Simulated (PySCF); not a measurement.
The first ionisation energy along the third row

All values are computed (PySCF 2.14, energy differences of UHF-based or UKS calculations, no spin-orbit coupling). Values in eV. The last column holds reference values (NIST; (s) semi-empirical, (t) theoretical, else measured). Unmarked ones compare directly (S terms, centres of terms, or small fine structure); those marked * lie between the lowest fine-structure levels and include a spin-orbit shift.

```tsv
element	configurations	UHF	LDA	PBE	SCS-MP2 (valence)	CCSD(T) (valence)	CCSD(T) (valence and next inner shell)	reference
Mg (def2-TZVPPD, non-relativistic)	[Ne] 3s2 → [Ne] 3s1	6.611	7.737	7.633	7.324	7.507	7.567	7.646
Al (def2-TZVPPD, non-relativistic)	[Ne] 3s2 3p1 → [Ne] 3s2	5.595	6.022	6.064	5.796	5.935	5.914	5.977
Si (def2-TZVPPD, non-relativistic)	[Ne] 3s2 3p2 → [Ne] 3s2 3p1	7.638	8.233	8.194	7.956	8.110	8.098	8.157
P (def2-TZVPPD, non-relativistic)	[Ne] 3s2 3p3 → [Ne] 3s2 3p2	9.907	10.575	10.482	10.305	10.460	10.455	10.526
S (def2-TZVPPD, non-relativistic)	[Ne] 3s2 3p4 → [Ne] 3s2 3p3	9.233	10.568	10.435	10.047	10.111	10.117	10.336
Cl (def2-TZVPPD, non-relativistic)	[Ne] 3s2 3p5 → [Ne] 3s2 3p4	11.771	13.208	12.980	12.729	12.734	12.741	12.974
Ar (def2-TZVPPD, non-relativistic)	[Ar] → [Ne] 3s2 3p5	14.570	16.003	15.719	15.605	15.573	15.579	15.819
```

Problem. Which of these methods has the smallest mean absolute error against the measured values here?

Solution. PBE, with 0.055 eV.

```
                                method  elements  mean error (eV)  mean absolute error (eV)  largest error (eV)
                                   UHF         7           -0.873                     0.873              -1.249
                                   LDA         7            0.130                     0.130               0.234
                                   PBE         7            0.010                     0.055              -0.100
                     SCS-MP2 (valence)         7           -0.239                     0.239              -0.322
                     CCSD(T) (valence)         7           -0.143                     0.143              -0.246
CCSD(T) (valence and next inner shell)         7           -0.138                     0.138              -0.239
```

Errors include the incompleteness of the basis and the frozen core.

"Valence" correlates the outer s and p shells and, in groups 3 to 12 and the f block, the outer d or f shell, open or full, or the next shell where the ion has no valence electron left; the wider scheme adds the next inner shell.
